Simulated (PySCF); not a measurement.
**LiB+: bond curves at several levels of theory**

One table from this session's results is given with a row withheld; the runs are named, their logs left out.

The runs use PySCF 2.14.0; Li pcseg-1, B pcseg-1, no relativity.

Set-up of the first run:

A driver script around PySCF takes these settings:

```json
{"atoms": "Li, B", "charge": "1", "basis": "Li pcseg-1, B pcseg-1", "Hamiltonian": "no relativity", "basis functions": "23", "electrons treated": "7", "masses in u": "7.0160, 11.0093", "levels": "PBE0, PBE, r²SCAN, M06-2X, B2PLYP, r²SCAN0, LC-ωPBE, HF, MP2, SCS-MP2, CCSD, CCSD(T)", "grid": "80 radial by 434 angular points", "occupations": "held fixed by the projection of orbital angular momentum", "dissociation limit": "Li+ + B, each in its ground configuration", "starting distance in angstrom": "2.200", "values of 2S to try": "1, 3"}
```

The run is started by

```bash
OMP_NUM_THREADS=1 python dia.py task.json out
```

Among the steps run: The job; First curve: PBE0; Higher solutions at PBE0; PBE; r²SCAN; M06-2X (hybrid meta-GGA); B2PLYP (double hybrid); r²SCAN0 (hybrid meta-GGA); LC-ωPBE (range-separated hybrid); UHF; Adding correlation.

One table of the session follows, with a row left open; its other results are not shown here.

Energy (eV) from each level's lowest point:

| R (Å) | UHF | UHF-MP2 | UHF-SCS-MP2 | UHF-CCSD | UHF-CCSD(T) |
| --- | --- | --- | --- | --- | --- |
| 2.119 | 0.173 | 0.176 | 0.177 | n/a | n/a |
| 2.218 | 0.076 | 0.079 | 0.080 | 0.085 | 0.085 |
| 2.316 | 0.023 | 0.026 | 0.026 | 0.029 | 0.030 |
| 2.390 | 0.005 | 0.006 | 0.006 | 0.008 | 0.008 |
| 2.464 | 0.000 | 0.000 | 0.000 | 0.000 | 0.000 |
| 2.538 | 0.006 | 0.004 | 0.004 | 0.002 | 0.002 |
| 2.636 | 0.025 | 0.020 | 0.020 | 0.015 | 0.015 |
| 2.760 | ? | ? | ? | ? | ? |
| 2.908 | 0.117 | 0.103 | 0.102 | 0.091 | 0.091 |
| 3.105 | 0.196 | 0.177 | 0.175 | n/a | n/a |

Q: Estimate the row for R (Å) = 2.760 from the others.

Worked estimate for «UHF». A straight line through the neighbours (2.636, 0.025) and (2.908, 0.117) gives 0.025 + (0.117 − 0.025) × (2.760 − 2.636) / (2.908 − 2.636) = 0.067; a parabola fitted to 4 rows on both sides gives 0.064.

**Answer.** UHF: 0.062; UHF-MP2: 0.053; UHF-SCS-MP2: 0.052; UHF-CCSD: 0.045; UHF-CCSD(T): 0.045. In «UHF» the line misses by +0.005 and the parabola by +0.002.
